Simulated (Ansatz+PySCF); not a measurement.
The numbers below are computed, except where a source is named.
**Several solutions for singlet CH₄ in separate pieces**

```yaml
atoms:
  - { symbol: C, position_ang: [0.0000, 0.0000, 0.0000] }
  - { symbol: H, position_ang: [1.9020, 1.9020, 1.9020] }
  - { symbol: H, position_ang: [0.6340, -0.6340, -0.6340] }
  - { symbol: H, position_ang: [-0.6340, 0.6340, -0.6340] }
  - { symbol: H, position_ang: [-0.6340, -0.6340, 0.6340] }
```

Basis set: 6-31G (spherical functions). Charge 0, multiplicity 1.

UHF was run from several starts with Ansatz (development build ahead of 0.2.0) and PySCF 2.14.0.

| run | program | start | converged | energy (hartree) | <S²> |
| --- | --- | --- | --- | --- | --- |
| A | PySCF | program defaults | yes | -39.87355 | 0.00 |
| B | Ansatz | atomic start, no search | yes | -40.03274 | 1.00 |
| C | Ansatz | search for the lowest state | yes | -40.03274 | 1.00 |
| D | PySCF | guess huckel, instabilities followed | yes | -40.03274 | 1.00 |
| E | PySCF | guess minao, instabilities followed | yes | -40.03274 | 1.00 |
| F | PySCF | guess 1e, instabilities followed | yes | -40.03274 | 1.00 |
| G | Ansatz | stability test followed | yes | -40.03274 | 1.00 |
| H | PySCF | guess atom, instabilities followed | yes | -40.03274 | 1.00 |

Task: Which runs reached the lowest solution of this kind, and what is wrong with the others?

Result: B, C, D, E, F, G, H reached the lowest solution found. Converged but too high: A by 4.33 eV. Convergence only shows a stationary point, and even a stable one can lie too high; stability tests and further starts are what find lower ones. Caution: the unrestricted determinant is a mixture of spin states.
